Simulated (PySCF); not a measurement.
AlH6NSi.
Structure used (PBE0-D3(BJ)/def2-SVP), in Å, numbered top down from 1:
```xyz
9
AlH6NSi angstrom
Al     1.9026   -0.1103    0.0426
N      0.2117    0.0037    0.6204
Si    -1.2723    0.0667   -0.2923
H      3.0483   -0.1279    1.1403
H      2.1521   -0.1859   -1.5204
H      0.0800    0.0511    1.6298
H     -2.2031   -1.0516    0.0647
H     -2.0225    1.3454   -0.0748
H     -0.9152   -0.0422   -1.7381
```

Computed at PBE0/pcSseg-1 (PySCF, non-relativistic), with Q(27Al) = 0.1466 b, Q(14N) = 0.02044 b: Al1, 27Al (I = 5/2): χzz = 42.79 MHz, η = 0.151; N2, 14N (I = 1): χzz = -2.462 MHz, η = 0.914.

Where would the pure quadrupole (NQR) lines of 27Al at Al1 fall for the rigid, isolated species?

From the eigenvalues of H = χ/[4I(2I − 1)] × [3Iz² − I(I + 1) + η(Ix² − Iy²)], steps between neighbouring levels, labelled as for η = 0: ±1/2↔±3/2 6.575 MHz, ±3/2↔±5/2 12.78 MHz (aluminium bonded to N and 2 H).

Find the zero-field quadrupole resonance frequencies of 14N at N2.

From ν± = (3/4)|χ|(1 ± η/3) and ν0 = |χ|η/2: ν+ 2.409 MHz, ν− 1.283 MHz, ν0 1.125 MHz (silicon-bound nitrogen).

In a crystal, neighbours and librations shift these lines. The small basis limits the accuracy of the gradients.
